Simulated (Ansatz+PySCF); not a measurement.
The numbers below are computed, except where a source is named.
## PySCF 2.14.0 run

```python
from pyscf import gto, scf, mp

mol = gto.M(atom="""
N 0.000000 0.000000 0.467210
F 1.217350 0.000000 -0.121130
F -0.608680 1.054260 -0.121130
F -0.608680 -1.054260 -0.121130
""", basis='def2-svp', charge=0, spin=0)
mf = scf.UHF(mol)
mf.kernel()
pt = mp.MP2(mf, frozen=4).run()
print(mf.e_tot, pt.e_corr, pt.e_tot)
```

The script is written out from the run's settings.

Output:

| Item | Value |
| --- | --- |
| Converged | yes |
| Reference energy | -352.24417 hartree |
| Correlation energy | -0.72677 hartree |
| Total energy | -352.97093 hartree |
